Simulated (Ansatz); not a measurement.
Input file:

```yaml
crystal:
  periodic: [false, false, false]
  atoms:
    - {symbol: Al, position_ang: [-0.007925, 0.193248, 1.647204]}
    - {symbol: P, position_ang: [-0.008758, 0.178823, -1.421211]}
    - {symbol: N, position_ang: [0.039206, -0.644110, -0.023483]}
    - {symbol: H, position_ang: [-0.063571, -1.717461, -0.094169]}
basis:
  gaussian: {orbitals: cc-pVDZ}
magnetization: {spin_polarized: false, initial_magnetization: 2}
correlation: {method: bccd_t, electrons: outside_noble_gas}
```

```sh
$ ansatz run in.yaml --threads 1 --pin off --events-out ev --progress --plain --max-ram 2393MiB
```

Task: Roughly how long does this take on 1 thread of Arm Neoverse V1, shared host, and how much host memory?

Result: 6.5 s wall and 0.19 GiB.

```
556 factors; integrals over basis functions are off by at most 9.4e-4 eV
mean field evaluation 1: about -17349.7131 eV, gradient 2.7e1 eV
mean field evaluation 2: about -17349.7567 eV, gradient 2.7e1 eV
mean field evaluation 4: about -17351.7818 eV, gradient 3.8e0 eV
mean field evaluation 8: about -17351.8559 eV, gradient 2.5e-1 eV
mean field evaluation 16: about -17350.7746 eV, gradient 1.9e1 eV
mean field evaluation 32: about -17347.8625 eV, gradient 3.6e0 eV
mean field evaluation 64: about -17348.0560 eV, gradient 1.9e-1 eV
mean field evaluation 96: about -17347.5487 eV, gradient 1.9e-1 eV
mean field evaluation 128: about -17348.5016 eV, gradient 1.4e-2 eV
mean field evaluation 160: about -17349.1845 eV, gradient 9.7e-3 eV
mean field -17351.85644304 eV, -637.6689627710 hartree, gradient 4.1e-6 eV, S^2 2.000000; 5 other end points of the search recorded, 0 dependent functions left out
mean field evaluation 192: about -17352.0243 eV, gradient 1.8e-1 eV
mean field evaluation 224: about -17351.0001 eV, gradient 4.5e0 eV
determinant -17351.85644304 eV, -637.6689627710 hartree, with singles and doubles -17360.87063914 eV, -638.0002283677 hartree
determinant -17348.98631160 eV, -637.5634873861 hartree, with singles and doubles -17358.42118413 eV, -637.9102125565 hartree
determinant -17348.50161027 eV, -637.5456749407 hartree, with singles and doubles -17357.99706607 eV, -637.8946265049 hartree
11 core orbitals not correlated: weight in the atoms' cores, before any rotation towards them, 1.000 or more for the frozen orbitals, at most 0.000 for the correlated occupied ones
reference -17351.85644304 eV, -637.6689627710 hartree; 8, 6 occupied and 36, 38 virtual orbitals, 556 factors
second order -8.06526777 eV of doubles, -0.08705107 eV of singles
cycle   1  -8.99542427 eV  change    1.9e-2 eV  update   9.0e-3
cycle   2  -8.99944735 eV  change   -4.0e-3 eV  update   3.6e-3
cycle   3  -8.99782066 eV  change    1.6e-3 eV  update   1.6e-3
cycle   4  -8.99584057 eV  change    2.0e-3 eV  update   9.7e-4
cycle   5  -8.99615656 eV  change   -3.2e-4 eV  update   5.3e-4
cycle   6  -8.99635397 eV  change   -2.0e-4 eV  update   2.4e-4
cycle   7  -8.99637722 eV  change   -2.3e-5 eV  update   1.0e-4
cycle   8  -8.99638969 eV  change   -1.2e-5 eV  update   5.3e-5
cycle   9  -8.99637810 eV  change    1.2e-5 eV  update   2.5e-5
cycle  10  -8.99637207 eV  change    6.0e-6 eV  update   1.1e-5
perturbative correction -0.31316205 eV, -0.0115084929 hartree
Total energy: -17361.16597716 eV, -638.0110818397 hartree
```

For the same geometry and basis UCCSDT(Q) lies 49.6 meV lower.
